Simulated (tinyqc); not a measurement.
Inside a calculation. Method: UHF in the sto-6g basis, for CH2, spin multiplicity 1. One step of it, computed by the program tinyqc.

Task: Iteration 1: diagonalisation and new density. Diagonalise F' = X^T F X, C = X C', fill 4 alpha and 4 beta electrons from the bottom; D(s) = C_occ C_occ^T; the new density keeps 0.2 of the old one (damping). Each column has its largest component positive (the first on a tie).

F(alpha) (hartree):
```
,1C 1s,1C 2s,1C 2px,1C 2py,1C 2pz,2H 1s,3H 1s
1C 1s,-10.052038,-2.636520,0.006199,0.001300,0.010032,-0.583319,-0.664216
1C 2s,-2.636520,-0.906915,0.123304,0.010926,-0.260794,-0.436798,-0.476949
1C 2px,0.006199,0.123304,0.291513,-0.000070,-0.201707,0.007934,0.009323
1C 2py,0.001300,0.010926,-0.000070,0.057779,0.005679,-0.174675,0.186084
1C 2pz,0.010032,-0.260794,-0.201707,0.005679,0.463516,-0.145595,-0.153684
2H 1s,-0.583319,-0.436798,0.007934,-0.174675,-0.145595,-0.130088,-0.158861
3H 1s,-0.664216,-0.476949,0.009323,0.186084,-0.153684,-0.158861,-0.156873
```

F(beta) (hartree):
```
,1C 1s,1C 2s,1C 2px,1C 2py,1C 2pz,2H 1s,3H 1s
1C 1s,-10.052038,-2.636520,-0.006199,0.001300,0.010032,-0.583319,-0.664216
1C 2s,-2.636520,-0.906915,-0.123304,0.010926,-0.260794,-0.436798,-0.476949
1C 2px,-0.006199,-0.123304,0.291513,0.000070,0.201707,-0.007934,-0.009323
1C 2py,0.001300,0.010926,0.000070,0.057779,0.005679,-0.174675,0.186084
1C 2pz,0.010032,-0.260794,0.201707,0.005679,0.463516,-0.145595,-0.153684
2H 1s,-0.583319,-0.436798,-0.007934,-0.174675,-0.145595,-0.130088,-0.158861
3H 1s,-0.664216,-0.476949,-0.009323,0.186084,-0.153684,-0.158861,-0.156873
```

X:
```
,1C 1s,1C 2s,1C 2px,1C 2py,1C 2pz,2H 1s,3H 1s
1C 1s,1.025487,-0.147475,0.000000,0.000786,-0.011524,0.022504,0.023197
1C 2s,-0.147475,1.261583,0.000000,-0.016272,0.130466,-0.299414,-0.338355
1C 2px,0.000000,0.000000,1.000000,0.000000,0.000000,0.000000,0.000000
1C 2py,0.000786,-0.016272,0.000000,1.150416,-0.007765,-0.248250,0.272539
1C 2pz,-0.011524,0.130466,0.000000,-0.007765,1.071417,-0.166482,-0.183868
2H 1s,0.022504,-0.299414,0.000000,-0.248250,-0.166482,1.208841,-0.025807
3H 1s,0.023197,-0.338355,0.000000,0.272539,-0.183868,-0.025807,1.248250
```

D(alpha) at the start:
```
,1C 1s,1C 2s,1C 2px,1C 2py,1C 2pz,2H 1s,3H 1s
1C 1s,1.061366,-0.270061,0.037987,0.002414,-0.111199,0.046218,0.049615
1C 2s,-0.270061,1.173325,-0.164841,-0.017098,0.530123,-0.188691,-0.203755
1C 2px,0.037987,-0.164841,0.848353,-0.000236,0.321236,-0.010995,-0.011477
1C 2py,0.002414,-0.017098,-0.000236,1.207399,-0.008682,-0.162883,0.175282
1C 2pz,-0.111199,0.530123,0.321236,-0.008682,0.429393,-0.103252,-0.111214
2H 1s,0.046218,-0.188691,-0.010995,-0.162883,-0.103252,0.054815,0.010955
3H 1s,0.049615,-0.203755,-0.011477,0.175282,-0.111214,0.010955,0.061901
```

D(beta) at the start:
```
,1C 1s,1C 2s,1C 2px,1C 2py,1C 2pz,2H 1s,3H 1s
1C 1s,1.061366,-0.270061,-0.037987,0.002414,-0.111199,0.046218,0.049615
1C 2s,-0.270061,1.173325,0.164841,-0.017098,0.530123,-0.188691,-0.203755
1C 2px,-0.037987,0.164841,0.848353,0.000236,-0.321236,0.010995,0.011477
1C 2py,0.002414,-0.017098,0.000236,1.207399,-0.008682,-0.162883,0.175282
1C 2pz,-0.111199,0.530123,-0.321236,-0.008682,0.429393,-0.103252,-0.111214
2H 1s,0.046218,-0.188691,0.010995,-0.162883,-0.103252,0.054815,0.010955
3H 1s,0.049615,-0.203755,0.011477,0.175282,-0.111214,0.010955,0.061901
```

overlap S:
```
,1C 1s,1C 2s,1C 2px,1C 2py,1C 2pz,2H 1s,3H 1s
1C 1s,1.000000,0.243228,0.000000,0.000000,0.000000,0.053153,0.060582
1C 2s,0.243228,1.000000,0.000000,0.000000,0.000000,0.443538,0.475521
1C 2px,0.000000,0.000000,1.000000,0.000000,0.000000,0.000000,0.000000
1C 2py,0.000000,0.000000,0.000000,1.000000,0.000000,0.357639,-0.374644
1C 2pz,0.000000,0.000000,0.000000,0.000000,1.000000,0.250942,0.262865
2H 1s,0.053153,0.443538,0.000000,0.357639,0.250942,1.000000,0.145623
3H 1s,0.060582,0.475521,0.000000,-0.374644,0.262865,0.145623,1.000000
```

Give: F' = X^T F X; orbital energies; coefficients C; F' = X^T F X; orbital energies; coefficients C; D(alpha) after iteration 1; D(beta) after iteration 1.

Result:

F' = X^T F X (alpha) (hartree):
```
,1,2,3,4,5,6,7
1,-9.8468,-1.4231,-0.0091,0.0000,0.0192,-0.0906,-0.1170
2,-1.4231,-0.1769,0.1228,-0.0083,-0.0922,-0.3138,-0.3543
3,-0.0091,0.1228,0.2915,0.0001,-0.2031,0.0062,0.0069
4,0.0000,-0.0083,0.0001,0.2948,-0.0053,-0.2942,0.3204
5,0.0192,-0.0922,-0.2031,-0.0053,0.5807,-0.2061,-0.2265
6,-0.0906,-0.3138,0.0062,-0.2942,-0.2061,0.2036,-0.0479
7,-0.1170,-0.3543,0.0069,0.3204,-0.2265,-0.0479,0.2384
```

orbital energies (alpha) (hartree): MO1 -10.0564, MO2 -0.4271, MO3 -0.1526, MO4 0.1391, MO5 0.5421, MO6 0.7137, MO7 0.8265

coefficients C (alpha):
```
,MO1,MO2,MO3,MO4,MO5,MO6,MO7
1C 1s,0.9941,-0.2036,-0.0040,0.0796,-0.1871,0.0151,-0.0563
1C 2s,0.0257,0.6392,0.0200,-0.3849,1.0079,-0.0634,0.5071
1C 2px,-0.0009,-0.0581,-0.0023,0.8210,0.4796,-0.1336,-0.2735
1C 2py,-0.0004,-0.0200,0.5364,-0.0078,0.1452,1.0365,-0.2756
1C 2pz,0.0022,0.2020,0.0054,0.4029,-0.0379,0.2432,0.9813
2H 1s,-0.0052,0.2715,0.4750,0.1814,-0.7173,-0.8060,-0.3810
3H 1s,-0.0057,0.2988,-0.4348,0.1761,-0.5256,0.7336,-0.8112
```

F' = X^T F X (beta) (hartree):
```
,1,2,3,4,5,6,7
1,-9.8468,-1.4231,0.0091,0.0000,0.0192,-0.0906,-0.1170
2,-1.4231,-0.1769,-0.1228,-0.0083,-0.0922,-0.3138,-0.3543
3,0.0091,-0.1228,0.2915,-0.0001,0.2031,-0.0062,-0.0069
4,0.0000,-0.0083,-0.0001,0.2948,-0.0053,-0.2942,0.3204
5,0.0192,-0.0922,0.2031,-0.0053,0.5807,-0.2061,-0.2265
6,-0.0906,-0.3138,-0.0062,-0.2942,-0.2061,0.2036,-0.0479
7,-0.1170,-0.3543,-0.0069,0.3204,-0.2265,-0.0479,0.2384
```

orbital energies (beta) (hartree): MO1 -10.0564, MO2 -0.4271, MO3 -0.1526, MO4 0.1391, MO5 0.5421, MO6 0.7137, MO7 0.8265

coefficients C (beta):
```
,MO1,MO2,MO3,MO4,MO5,MO6,MO7
1C 1s,0.9941,-0.2036,-0.0040,-0.0796,-0.1871,0.0151,-0.0563
1C 2s,0.0257,0.6392,0.0200,0.3849,1.0079,-0.0634,0.5071
1C 2px,0.0009,0.0581,0.0023,0.8210,-0.4796,0.1336,0.2735
1C 2py,-0.0004,-0.0200,0.5364,0.0078,0.1452,1.0365,-0.2756
1C 2pz,0.0022,0.2020,0.0054,-0.4029,-0.0379,0.2432,0.9813
2H 1s,-0.0052,0.2715,0.4750,-0.1814,-0.7173,-0.8060,-0.3810
3H 1s,-0.0057,0.2988,-0.4348,-0.1761,-0.5256,0.7336,-0.8112
```

D(alpha) after iteration 1:
```
,1C 1s,1C 2s,1C 2px,1C 2py,1C 2pz,2H 1s,3H 1s
1C 1s,1.0412,-0.1623,0.0687,0.0012,-0.0278,-0.0291,-0.0307
1C 2s,-0.1623,0.6808,-0.3155,-0.0027,0.0854,0.0527,0.0507
1C 2px,0.0687,-0.3155,0.7116,-0.0052,0.3195,0.1035,0.1003
1C 2py,0.0012,-0.0027,-0.0052,0.4721,-0.0052,0.1658,-0.1574
1C 2pz,-0.0278,0.0854,0.3195,-0.0052,0.2484,0.0837,0.0809
2H 1s,-0.0291,0.0527,0.1035,0.1658,0.0837,0.2768,-0.0726
3H 1s,-0.0307,0.0507,0.1003,-0.1574,0.0809,-0.0726,0.2599
```

D(beta) after iteration 1:
```
,1C 1s,1C 2s,1C 2px,1C 2py,1C 2pz,2H 1s,3H 1s
1C 1s,1.0412,-0.1623,-0.0687,0.0012,-0.0278,-0.0291,-0.0307
1C 2s,-0.1623,0.6808,0.3155,-0.0027,0.0854,0.0527,0.0507
1C 2px,-0.0687,0.3155,0.7116,0.0052,-0.3195,-0.1035,-0.1003
1C 2py,0.0012,-0.0027,0.0052,0.4721,-0.0052,0.1658,-0.1574
1C 2pz,-0.0278,0.0854,-0.3195,-0.0052,0.2484,0.0837,0.0809
2H 1s,-0.0291,0.0527,-0.1035,0.1658,0.0837,0.2768,-0.0726
3H 1s,-0.0307,0.0507,-0.1003,-0.1574,0.0809,-0.0726,0.2599
```
